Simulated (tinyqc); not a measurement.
Inside a calculation. Method: UHF in the sto-3g basis, for CH3-, spin multiplicity 1. The basis has no diffuse functions, so it cannot describe the extra electron: this is an exercise in the method, not the real anion. One step of it, computed by the program tinyqc.

Problem. Iteration 2: diagonalisation and new density. Diagonalise F' = X^T F X, C = X C', fill 5 alpha and 5 beta electrons from the bottom; D(s) = C_occ C_occ^T. Each column has its largest component positive (the first on a tie).

F(alpha) (hartree), lower triangle:
```
,1C 1s,1C 2s,1C 2px,1C 2py,1C 2pz,2H 1s,3H 1s,4H 1s
1C 1s,-10.851833
1C 2s,-2.907560,-1.192972
1C 2px,0.009521,0.013237,0.162686
1C 2py,-0.001516,0.093713,0.028162,0.148218
1C 2pz,0.032755,-0.006787,-0.030142,0.021509,0.319489
2H 1s,-0.521204,-0.414823,-0.218404,-0.003507,0.053076,-0.020613
3H 1s,-0.523653,-0.439361,0.141879,-0.218391,0.019646,-0.108536,-0.078840
4H 1s,-0.522406,-0.449303,0.138591,0.210270,0.089935,-0.106757,-0.111782,-0.103564
```

F(beta) (hartree), lower triangle:
```
,1C 1s,1C 2s,1C 2px,1C 2py,1C 2pz,2H 1s,3H 1s,4H 1s
1C 1s,-10.851833
1C 2s,-2.907560,-1.192972
1C 2px,0.009521,0.013237,0.162686
1C 2py,0.001516,-0.093713,-0.028162,0.148218
1C 2pz,0.032755,-0.006787,-0.030142,-0.021509,0.319489
2H 1s,-0.521204,-0.414823,-0.218404,0.003507,0.053076,-0.020613
3H 1s,-0.522406,-0.449303,0.138591,-0.210270,0.089935,-0.106757,-0.103564
4H 1s,-0.523653,-0.439361,0.141879,0.218391,0.019646,-0.108536,-0.111782,-0.078840
```

X:
```
,1,2,3,4,5,6,7,8
1C 1s,-0.365364,0.000000,-0.001069,0.889657,0.351335,0.000179,0.000000,0.184033
1C 2s,1.273866,0.000000,0.002779,-0.019851,0.045021,0.000352,0.000000,0.479711
1C 2px,-0.002812,0.000000,1.005909,0.000090,0.000012,0.611865,0.000000,-0.000348
1C 2py,0.000000,1.006297,0.000000,0.000000,0.000000,0.000000,0.611838,0.000000
1C 2pz,-0.062731,0.000000,-0.000112,-0.378999,0.924182,-0.000005,0.000000,-0.023602
2H 1s,-0.600528,0.000000,-0.902087,-0.180555,-0.071316,0.455822,0.000000,0.301015
3H 1s,-0.604532,-0.780403,0.448974,-0.180415,-0.071263,-0.227508,0.394470,0.301524
4H 1s,-0.604532,0.780403,0.448974,-0.180415,-0.071263,-0.227508,-0.394470,0.301524
```

Give: F' = X^T F X; orbital energies; coefficients C; F' = X^T F X; orbital energies; coefficients C; D(alpha) after iteration 2; D(beta) after iteration 2.

Solution.

F' = X^T F X (alpha) (hartree), lower triangle:
```
,1,2,3,4,5,6,7,8
1,0.3387
2,0.1235,0.8484
3,-0.0172,0.0158,0.8900
4,1.2223,-0.0259,0.0245,-7.9749
5,0.3512,0.0765,-0.0222,-3.4024,-1.0792
6,-0.0173,0.0211,0.0952,-0.0030,-0.0207,-0.1196
7,0.0782,0.1131,0.0235,0.0027,-0.0113,0.0090,-0.1450
8,0.2078,0.0307,-0.0041,-3.2133,-1.3007,0.0323,0.0300,-1.7863
```

orbital energies (alpha) (hartree): MO1 -10.8572, MO2 -0.5204, MO3 -0.1608, MO4 -0.1268, MO5 0.2307, MO6 0.5982, MO7 0.8910, MO8 0.9173

coefficients C (alpha):
```
,MO1,MO2,MO3,MO4,MO5,MO6,MO7,MO8
1C 1s,0.9935,-0.2323,-0.0039,-0.0282,-0.0893,-0.1656,0.0514,-0.0504
1C 2s,0.0281,0.7703,-0.0263,0.1089,0.5072,0.9220,-0.2650,0.2668
1C 2px,-0.0011,-0.0259,-0.1659,0.4895,0.0164,-0.0114,0.8150,0.6737
1C 2py,-0.0002,-0.1057,0.4820,0.0996,-0.1935,-0.2180,-0.6310,0.8066
1C 2pz,-0.0032,-0.0110,0.0098,0.0595,0.8474,-0.5263,-0.0588,0.0004
2H 1s,-0.0048,0.1278,-0.0599,0.5115,-0.3933,-0.5838,-0.5270,-0.6750
3H 1s,-0.0053,0.1760,0.5895,-0.1031,-0.1148,-0.3537,0.9055,-0.4056
4H 1s,-0.0055,0.2154,-0.3082,-0.4164,-0.4042,-0.7746,0.0331,0.6578
```

F' = X^T F X (beta) (hartree), lower triangle:
```
,1,2,3,4,5,6,7,8
1,0.3387
2,-0.1235,0.8484
3,-0.0172,-0.0158,0.8900
4,1.2223,0.0259,0.0245,-7.9749
5,0.3512,-0.0765,-0.0222,-3.4024,-1.0792
6,-0.0173,-0.0211,0.0952,-0.0030,-0.0207,-0.1196
7,-0.0782,0.1131,-0.0235,-0.0027,0.0113,-0.0090,-0.1450
8,0.2078,-0.0307,-0.0041,-3.2133,-1.3007,0.0323,-0.0300,-1.7863
```

orbital energies (beta) (hartree): MO1 -10.8572, MO2 -0.5204, MO3 -0.1608, MO4 -0.1268, MO5 0.2307, MO6 0.5982, MO7 0.8910, MO8 0.9173

coefficients C (beta):
```
,MO1,MO2,MO3,MO4,MO5,MO6,MO7,MO8
1C 1s,0.9935,-0.2323,-0.0039,-0.0282,-0.0893,-0.1656,0.0514,0.0504
1C 2s,0.0281,0.7703,-0.0263,0.1089,0.5072,0.9220,-0.2650,-0.2668
1C 2px,-0.0011,-0.0259,-0.1659,0.4895,0.0164,-0.0114,0.8150,-0.6737
1C 2py,0.0002,0.1057,-0.4820,-0.0996,0.1935,0.2180,0.6310,0.8066
1C 2pz,-0.0032,-0.0110,0.0098,0.0595,0.8474,-0.5263,-0.0588,-0.0004
2H 1s,-0.0048,0.1278,-0.0599,0.5115,-0.3933,-0.5838,-0.5270,0.6750
3H 1s,-0.0055,0.2154,-0.3082,-0.4164,-0.4042,-0.7746,0.0331,-0.6578
4H 1s,-0.0053,0.1760,0.5895,-0.1031,-0.1148,-0.3537,0.9055,0.4056
```

D(alpha) after iteration 2, lower triangle:
```
,1C 1s,1C 2s,1C 2px,1C 2py,1C 2pz,2H 1s,3H 1s,4H 1s
1C 1s,1.0497
1C 2s,-0.1993,0.8639
1C 2px,-0.0097,0.0460,0.2681
1C 2py,0.0370,-0.1814,-0.0316,0.2908
1C 2pz,-0.0780,0.4275,0.0417,-0.1521,0.7218
2H 1s,-0.0135,-0.0439,0.2506,0.0846,-0.3048,0.4363
3H 1s,-0.0352,0.0504,-0.1547,0.2775,-0.0995,-0.0204,0.4023
4H 1s,-0.0065,-0.0765,-0.1649,-0.1346,-0.3727,-0.0080,-0.0544,0.4782
```

D(beta) after iteration 2, lower triangle:
```
,1C 1s,1C 2s,1C 2px,1C 2py,1C 2pz,2H 1s,3H 1s,4H 1s
1C 1s,1.0497
1C 2s,-0.1993,0.8639
1C 2px,-0.0097,0.0460,0.2681
1C 2py,-0.0370,0.1814,0.0316,0.2908
1C 2pz,-0.0780,0.4275,0.0417,0.1521,0.7218
2H 1s,-0.0135,-0.0439,0.2506,-0.0846,-0.3048,0.4363
3H 1s,-0.0065,-0.0765,-0.1649,0.1346,-0.3727,-0.0080,0.4782
4H 1s,-0.0352,0.0504,-0.1547,-0.2775,-0.0995,-0.0204,-0.0544,0.4023
```
